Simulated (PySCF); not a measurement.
Delta-SCF ions had no search for a lower state. Excitations are Tamm–Dancoff values on a coarser integration grid. The basis has no diffuse functions, so Rydberg states are missing or too high.

## F₄Si, SMILES `F[Si](F)(F)F` (charge 0, multiplicity 1)

The numbers are results of TPSSh-D3(BJ)/def2-TZVP // PBE0-D3(BJ)/def2-TZVP (PySCF), not measurements.

```
Property                                                                      Result
-------------------------------------------  ---------------------------------------
HOMO                                                                       -11.59 eV
dipole moment                                                                 0.00 D
HOMO–LUMO gap                                                               11.72 eV
LUMO                                                                         0.13 eV
S1 excitation (TDA)                                                         11.02 eV
S1 oscillator strength                                                         0.000
brightest of the four lowest singlets (TDA)                                 12.22 eV
vertical ionisation energy (Delta-SCF)                                      14.91 eV
total energy                                                            -689.3305 Ha
cost                                         about 2.4 core-minutes (a rough figure)
```

Bond lengths (Å): F1–Si2 1.562, Si2–F3 1.562, Si2–F4 1.562, Si2–F5 1.562. Angles (°): F1–Si2–F3 109.5, F1–Si2–F4 109.5, F1–Si2–F5 109.5, F3–Si2–F4 109.5, F3–Si2–F5 109.5, F4–Si2–F5 109.5.
Charge 0, spin multiplicity 1.
